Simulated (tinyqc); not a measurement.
Inside a calculation. Method: Hueckel theory of the pi electrons with the omega technique, for the molecule C=CC1=CC1=C (SMILES; centres numbered as the heavy atoms are written). Computed by tinyqc, a small Python program that keeps every step. Settings: charge = 0, omega = 1.0, damping = 0. Command: `OMP_NUM_THREADS=1 python tinyqc.py 30039 30040 out.jsonl` (the two numbers bound the seeds that draw the settings). One thread of a shared host (Intel(R) Xeon(R) Processor @ 2.60GHz), about 0.01 s of CPU time with the checks.

## The Hueckel matrix

Centres:
```
centre  z_r, pi electrons of the neutral centre         h
1C                                            1  0.000000
2C                                            1  0.000000
3C                                            1  0.000000
4C                                            1  0.000000
5C                                            1  0.000000
6C                                            1  0.000000
```

Bonds:
```
i  j  k
1  2  1
2  3  1
3  4  1
4  5  1
5  6  1
5  3  1
```

H_rr = alpha + h_r beta, H_rs = k_rs beta for bonded centres.

Hueckel matrix in units of beta (H = alpha + beta A), lower triangle:
```
          1C        2C        3C        4C        5C        6C
1C  0.000000
2C  1.000000  0.000000
3C  0.000000  1.000000  0.000000
4C  0.000000  0.000000  1.000000  0.000000
5C  0.000000  0.000000  1.000000  1.000000  0.000000
6C  0.000000  0.000000  0.000000  0.000000  1.000000  0.000000
```

## Orbitals, round 1

pi electrons, sum of z_r less the charge = 6

Diagonalise; E = alpha + x beta with beta < 0, so the largest x are filled first; degenerate levels share their electrons. P = sum n_i c_ri c_si; each orbital has its largest coefficient positive (the first on a tie).

x values: 2.334201  1.099585  0.274205  -0.594523  -1.373790  -1.739677

occupations: 2.000000  2.000000  2.000000  0.000000  0.000000  0.000000

coefficients:
```
         MO1        MO2        MO3        MO4        MO5        MO6
1C  0.126814   0.585740   0.341199   0.627402   0.201225   0.300475
2C  0.296008   0.644071   0.093559  -0.373005  -0.276441  -0.522730
3C  0.564129   0.122470  -0.315545  -0.405642   0.178547   0.608906
4C  0.475350  -0.184291  -0.388970   0.514275  -0.561016  -0.097794
5C  0.545433  -0.325114   0.208888   0.099893   0.592172  -0.438776
6C  0.233670  -0.295669   0.761793  -0.168022  -0.431050   0.252217
```

charge and bond-order matrix P, lower triangle:
```
           1C         2C         3C         4C        5C        6C
1C   0.951180
2C   0.893436   1.022403
3C   0.071222   0.432689   0.865619
4C  -0.360764  -0.028761   0.736652   0.822437
5C  -0.099983  -0.056801   0.403928   0.475871  0.893659
6C   0.232741  -0.099983  -0.289542  -0.261502  0.765413  1.444702
```

## Omega technique, round 1

h_r = h_r(0) + omega q_r, omega = 1, with q_r = z_r - P_rr.

matrix after round 1, lower triangle:
```
          1C         2C        3C        4C        5C         6C
1C  0.048820
2C  1.000000  -0.022403
3C  0.000000   1.000000  0.134381
4C  0.000000   0.000000  1.000000  0.177563
5C  0.000000   0.000000  1.000000  1.000000  0.106341
6C  0.000000   0.000000  0.000000  0.000000  1.000000  -0.444702
```

## Orbitals, round 2

As before.

x values: 2.430495  1.100946  0.086741  -0.515142  -1.385954  -1.717086

occupations: 2.000000  2.000000  2.000000  0.000000  0.000000  0.000000

coefficients:
```
         MO1        MO2        MO3        MO4        MO5        MO6
1C  0.118787   0.614638   0.340830   0.581719  -0.282951   0.271084
2C  0.282912   0.646677   0.012925  -0.328068   0.405971  -0.478709
3C  0.575167   0.111806  -0.339419  -0.420067  -0.270611   0.540176
4C  0.495831  -0.221902  -0.369756   0.588503   0.470548  -0.020977
5C  0.541906  -0.316707   0.373001   0.012408  -0.465099  -0.500433
6C  0.188476  -0.204902   0.701864  -0.176147   0.494128   0.393304
```

charge and bond-order matrix P, lower triangle:
```
           1C         2C         3C         4C        5C        6C
1C   1.016110
2C   0.870967   0.996794
3C   0.042717   0.461274   0.917046
4C  -0.407030  -0.016003   0.771755   0.863616
5C  -0.006318  -0.093349   0.299346   0.402105  1.066191
6C   0.271328  -0.140224  -0.305460  -0.241196  0.857653  1.140243
```

## Omega technique, round 2

As before.

matrix after round 2, lower triangle:
```
           1C        2C        3C        4C         5C         6C
1C  -0.016110
2C   1.000000  0.003206
3C   0.000000  1.000000  0.082954
4C   0.000000  0.000000  1.000000  0.136384
5C   0.000000  0.000000  1.000000  1.000000  -0.066191
6C   0.000000  0.000000  0.000000  0.000000   1.000000  -0.140243
```

## Convergence

Each round sets h_r = h_r(0) + omega (z_r - P_rr), keeping the share named as damping of the old diagonal; repeat until output and input diagonals agree to 1e-6.

Rounds:
```
round   sum n x  largest |h(out) - h(in)|
1      7.415980                  4.45e-01
2      7.236366                  3.04e-01
3      7.334181                  2.47e-01
4      7.254959                  2.11e-01
5      7.319033                  1.88e-01
6      7.265328                  1.75e-01
7      7.318355                  2.04e-01
8      7.276405                  2.43e-01
9      7.328405                  2.84e-01
10     7.291083                  3.31e-01
11     7.349863                  3.78e-01
12     7.312215                  4.33e-01
13     7.383792                  4.84e-01
14     7.341129                  5.42e-01
15     7.428665                  5.92e-01
16     7.375690                  6.46e-01
17     7.478669                  6.90e-01
18     7.410532                  7.34e-01
19     7.525861                  7.67e-01
20     7.440308                  8.00e-01
21     7.564502                  8.23e-01
22     7.462560                  8.45e-01
23     7.592966                  8.60e-01
24     7.477689                  8.74e-01
25     7.612502                  8.83e-01
26     7.487380                  8.92e-01
27     7.625337                  8.97e-01
28     7.493380                  9.03e-01
29     7.633556                  9.06e-01
30     7.497031                  9.09e-01
31     7.638742                  9.11e-01
32     7.499238                  9.13e-01
33     7.641989                  9.14e-01
34     7.500570                  9.16e-01
35     7.644013                  9.16e-01
36     7.501375                  9.17e-01
37     7.645272                  9.17e-01
38     7.501864                  9.18e-01
39     7.646055                  9.18e-01
40     7.502161                  9.18e-01
```

Not converged within 40 rounds: the residual has stopped falling: the iteration swings between two states. Reruns: damping 0.5: converged in 15; damping 0.8: not converged.
